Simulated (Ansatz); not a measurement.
**BNH+ (triplet): the correlation ladder, def2-TZVPP**

The task here is to estimate one member of a computed series from the others.

Method: def2-TZVPP, core rule «outside noble gas», up to 2 orbitals frozen; program: Ansatz 0.2.0, Gaussian basis.

Plan: UHF; ROHF; CCSD(T) on UHF.

## The geometry

The geometry is a PBE0/def2-TZVP stationary point (not a proven minimum) of the parent state, kept for this charge and spin.

3 atoms, charge 1, spin multiplicity 3.

Atoms are counted from 1 here; the program's logs count them from 0.

Bond lengths: B1–N2 1.503 Å, B1–H3 1.206 Å. Angles: N2–B1–H3 117.0°.

The first run:

Input file in.yaml:

```yaml
crystal:
  periodic: [false, false, false]
  atoms:
    - {symbol: B, position_ang: [0.000000, -0.185227, 0.772970]}
    - {symbol: N, position_ang: [0.000000, 0.087426, -0.705019]}
    - {symbol: H, position_ang: [0.000000, 0.771807, 1.506451]}
basis:
  gaussian: {orbitals: def2-TZVPP}
total_charge: 1
magnetization: {spin_polarized: true, initial_magnetization: 2}
hamiltonian: {xc: hf}
output: {orbitals: {seedname: orbitals}}
```

Launch:

```
ansatz run in.yaml --threads 1 --pin off --events-out ev --progress --plain --max-ram 4096MiB --backend cpu
```

Steps of the session up to this table: UHF; ROHF; CCSD(T) on UHF.

One of the session's tables, all rows but one given; the rest of the session is left out.

| method | from UCCSD(T) (meV) |
| --- | --- |
| ROHF | ? |
| UHF | +6256.0 |
| UMP2 | +1072.2 |
| UCCSD | +247.1 |
| UCCSD(T) | 0 |

**Question.** Estimate the row for ROHF.

**Answer.** from UCCSD(T) (meV): +6435.3. In the column «from UCCSD(T) (meV)» it is the highest.
